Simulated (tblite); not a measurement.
C2H5O2S (doublet state).
Atom-mapped SMILES: `[CH2:1][O:2][S@@:3]([CH3:4])=[O:5]` (hydrogens: H6, H7 on C1; H8, H9, H10 on C4)

Geometry (GFN2-xTB, Å), atoms numbered from 1 in this order:
```xyz
10
C2H5O2S angstrom
C      2.004    0.119    0.476
O      0.981    0.841    0.460
S     -0.714    0.091    1.295
C     -1.584    0.164   -0.316
O     -0.329   -1.297    1.491
H      2.869    0.396    1.073
H      2.027   -0.849   -0.022
H     -1.097   -0.511   -1.010
H     -2.617   -0.134   -0.168
H     -1.533    1.186   -0.672
```

Computed with GFN2-xTB (tblite): harmonic, unscaled wavenumbers at the GFN2-xTB geometry, gas phase. Errors from tens to a few hundred cm⁻¹ against measured bands are possible. One conformer, not necessarily the lowest. Open shells enter through the occupations alone, without spin polarisation, and single modes of such species can be off by tens of per cent.

Harmonic wavenumbers (cm⁻¹): 59.4, 91.6, 94.2, 133.3, 183.2, 295.1, 353.4, 385.2, 689.6, 816.8, 845.8, 886.7, 1139.9, 1154.1, 1277.3, 1390.4, 1428.8, 1434.4, 1467.0, 2967.8, 2973.5, 3048.8, 3066.2, 3082.6.

A = 6369, B = 3219, C = 2576 MHz; mass 93.001 u (most abundant isotopes); point group C1, symmetry number 1; spin multiplicity 2.

Question: What is the zero-point energy?

Answer: Half the sum of the wavenumbers: 14633 cm⁻¹ = 175.05 kJ/mol.

Question: Give the ideal-gas entropy at 298.15 K and 1 bar in the rigid-rotor, harmonic-oscillator model (classical rotation).

Answer: Translation 165.38, rotation 109.67, vibration 90.00, spin (R ln 2) 5.76: S = 370.8 J/(mol K).

Question: And Cp and H(298.15 K) − H(0)?

Answer: Cp = 108.63 J/(mol K), of which vibrations give 75.38 (their classical limit is 24 R = 199.5); H(298.15 K) − H(0) = 23.24 kJ/mol without the zero-point energy, 13.32 from vibrations.

Question: Blend soft modes into free rotors: weight 1/[1 + (100 cm⁻¹/ν̃)⁴] for the oscillator and the rest for a rotor with moment μB/(μ + B), μ = h/(8π²ν), B = 10⁻⁴⁴ kg m². What vibrational entropy results?

Answer: 82.37 J/(mol K) in place of 90.00, which changes −T·S at 298.15 K by +2.28 kJ/mol.

Question: Which modes carry the vibrational entropy at 298.15 K?

Answer: 59.4 cm⁻¹: 18.73; 91.6 cm⁻¹: 15.17; 94.2 cm⁻¹: 14.94; 133.3 cm⁻¹: 12.12; 183.2 cm⁻¹: 9.60; 295.1 cm⁻¹: 6.04 J/(mol K); the other 18 give 13.39 together.

Question: How do the functions run with temperature in this model?

Answer: 
| T (K) | S (J/(mol K)) | Cp (J/(mol K)) | H − H(0) (kJ/mol) | G − H(0) (kJ/mol) | ln q(vib) |
| --- | --- | --- | --- | --- | --- |
| 150 | 306.0 | 82.5 | 9.04 | -36.86 | 2.53 |
| 250 | 352.4 | 100.4 | 18.20 | -69.90 | 4.56 |
| 400 | 405.1 | 125.2 | 35.16 | -126.88 | 7.20 |
| 600 | 461.0 | 150.9 | 62.92 | -213.69 | 10.26 |
| 900 | 527.4 | 176.3 | 112.29 | -362.37 | 14.23 |

q(vib) and H(0) count from the zero-point level.

Hindered rotation and anharmonicity are outside this model. Other conformers, if any are populated, would add a mixing term that is left out. The structure is chiral; the term R ln 2 for an equal mix with its mirror image is left out.
